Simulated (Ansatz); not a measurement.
**BeH+ (triplet): wave-function methods side by side, def2-TZVPP**

The task here is to estimate one member of a computed series from the others.

Computed with Ansatz 0.2.0, Gaussian basis. Level: def2-TZVPP, core rule «outside noble gas», up to 1 orbitals frozen.

Plan: UHF; ROHF; CCSD(T) on UHF.

2 further runs of the same task are left out: 2 set aside as unsound or not needed.

### The geometry

The geometry is a PBE0/def2-TZVP stationary point (not a proven minimum) of the parent state, kept for this charge and spin.

2 atoms, charge 1, spin multiplicity 3.

Atoms are counted from 1 here; the program's logs count them from 0.

Bond lengths: Be1–H2 1.327 Å.

Set-up of the first run:

The input, in.yaml:

```yaml
crystal:
  periodic: [false, false, false]
  atoms:
    - {symbol: Be, position_ang: [0.000000, 0.000000, 0.000000]}
    - {symbol: H, position_ang: [0.000000, 0.000000, 1.327000]}
basis:
  gaussian: {orbitals: def2-TZVPP}
total_charge: 1
magnetization: {spin_polarized: true, initial_magnetization: 2}
hamiltonian: {xc: hf}
output: {orbitals: {seedname: orbitals}}
```

Started as:

```
> ansatz run in.yaml --threads 1 --pin off --events-out ev --progress --plain --max-ram 4096MiB --backend cpu
```

Among the steps run: UHF; ROHF; CCSD(T) on UHF.

One of the session's tables, all rows but one given; the rest of the session is left out.

```
  method  from UCCSD(T) (kcal/mol)
    ROHF                     +1.16
     UHF                     +1.13
    UMP2                         ?
   UCCSD                      0.00
UCCSD(T)                         0
```

Estimate the missing values for UMP2.

**Answer.** from UCCSD(T) (kcal/mol): +0.43. In the column «from UCCSD(T) (kcal/mol)» it lies between UCCSD(T) (0) and UHF (+1.13).
